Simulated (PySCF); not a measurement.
Vibration and rotation of SO

UHF-CCSD(T) constants of SO, ³Σ⁻ (triplet), unpaired electrons π ↑↑ (PySCF, no relativity, basis sets S 3-21G, O 3-21G; masses 31.9721 and 15.9949 u):

- ωe: 929.6 cm⁻¹
- ωexe: 11.5 cm⁻¹
- Be: 0.58556 cm⁻¹
- αe: 0.00608 cm⁻¹
- D (centrifugal): 9.29e-07 cm⁻¹
- De to S + O: 3.04 eV

Question: Give the vibrational terms G(v) and spacings up to v = 6.

Answer: G(v) = ωe(v+½) − ωexe(v+½)².

```json
{"v": "0", "G(v) (cm⁻¹)": "462", "G(v) − G(v−1)": "", "Bv (cm⁻¹)": "0.5825"}
{"v": "1", "G(v) (cm⁻¹)": "1369", "G(v) − G(v−1)": "907", "Bv (cm⁻¹)": "0.5764"}
{"v": "2", "G(v) (cm⁻¹)": "2252", "G(v) − G(v−1)": "884", "Bv (cm⁻¹)": "0.5704"}
{"v": "3", "G(v) (cm⁻¹)": "3113", "G(v) − G(v−1)": "861", "Bv (cm⁻¹)": "0.5643"}
{"v": "4", "G(v) (cm⁻¹)": "3950", "G(v) − G(v−1)": "838", "Bv (cm⁻¹)": "0.5582"}
{"v": "5", "G(v) (cm⁻¹)": "4765", "G(v) − G(v−1)": "815", "Bv (cm⁻¹)": "0.5521"}
{"v": "6", "G(v) (cm⁻¹)": "5557", "G(v) − G(v−1)": "792", "Bv (cm⁻¹)": "0.5460"}
```

Question: How well does the Morse estimate ωe²/(4ωexe) reproduce De, and what is D0?

Answer: It gives 2.33 eV, 77 % of the computed De. D0 = De − G(0) = 3.04 − 0.06 = 2.98 eV.

Measured values (Huber and Herzberg, Constants of Diatomic Molecules (1979)): ωe = 1149.22 cm⁻¹, ωexe = 5.63 cm⁻¹, Be = 0.7208171 cm⁻¹, αe = 0.0057367 cm⁻¹.

Correlated steps freeze 6 core orbitals. The CCSD T1 diagnostic is raised, a sign that a single reference may not be enough here. 3-21G is very small, so such numbers show the basis as much as the molecule. The state is the lowest determinant that a PBE0 search found; another state may lie lower at other levels.
